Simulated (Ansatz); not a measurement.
## Ansatz (development build ahead of 0.2.0) run

```yaml
crystal:
  periodic: [false, false, false]
  atoms:
    - { symbol: "N", position_ang: [0.04357, -0.02266, -1.20367] }
    - { symbol: "N", position_ang: [-0.03943, 0.00493, -0.03794] }
    - { symbol: O, position_ang: [-0.04001, 0.00167, 1.0748] }
basis:
  gaussian: { orbitals: aug-cc-pVDZ }
hamiltonian:
  xc: hf
correlation:
  method: mp2
  frozen_orbitals: { "N": 1, O: 1 }
```

The input is written out in the form of the current development build from the run's settings.

Results

| Item | Value |
| --- | --- |
| Converged | yes |
| Reference energy | -183.69365 hartree |
| Correlation energy | -0.55370 hartree |
| Total energy | -184.24734 hartree |
| Spin squared of the determinant | 0.000 |
